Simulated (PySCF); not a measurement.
Simulated Si 2p region for methylenesilane, `C=[SiH2]`, binding energy against the vacuum level.

Every computed line was given a Gaussian of 0.5 eV full width at half maximum and an area set by the number of equivalent atoms (split 2:1 within a doublet); the highest printed point is 100. The calculation used delta-SCF UKS SCAN, pcX-2 on the ionised atom, pcseg-1 elsewhere, spin-free X2C in PySCF.

binding energy (eV), intensity and a bar:
```
    106.2          1 
    106.3          2 #
    106.4          7 ##
    106.5         19 ######
    106.6         40 ############
    106.7         68 ####################
    106.8         92 ############################
    106.9        100 ##############################
    107.0         89 ###########################
    107.1         67 ####################
    107.2         50 ###############
    107.3         45 #############
    107.4         49 ###############
    107.5         51 ###############
    107.6         46 ##############
    107.7         34 ##########
    107.8         20 ######
    107.9          9 ###
    108.0          4 #
    108.1          1 
    108.2          0
```

Q: Count the maxima, the lines and the sites behind this envelope.

A: The curve has 2 maxima (at 106.9 and 107.5 eV). Under it lie 2 lines from 1 inequivalent silicon site, drawn as a 2p3/2, 2p1/2 pair.

Q: Decompose the envelope and assign each component. Numbering: `[CH2:1]=[SiH2:2]`.

A: 
| position (eV) | relative area | line | atoms | environment |
| --- | --- | --- | --- | --- |
| 106.88 | 0.67 | Si 2p3/2 | Si2 | silicon bonded to C and 2 H |
| 107.51 | 0.33 | Si 2p1/2 | Si2 | silicon bonded to C and 2 H |

Q: What are the centre and the root-mean-square width of the whole band?

A: The area-weighted mean of the lines is 107.09 eV. Their own spread about it is 0.30 eV (rms) and each Gaussian has σ = 0.5/2.355 = 0.21 eV; the variances add, which gives 0.36 eV.

No satellites, vibrations or lifetime broadening are included. Spin contamination (⟨S²⟩ against 0.75 for a pure doublet) is marked for Si 2p3/2 of Si2 (0.96), which makes this value less certain. The 2p values aren't plain energy differences: one relaxed spin-free 2p hole is combined with a matrix within the shell (ground-state 2p orbital-energy differences and spin–orbit coupling). 2p3/2, the mean of its two sublevels, lies a third of the splitting below the shell's mean and 2p1/2 two thirds above it; the statistical areas are 2:1. 2p1/2 minus 2p3/2 (ligand field included): Si 0.63 eV. Isolated species at its GFN2-xTB geometry, gas phase.
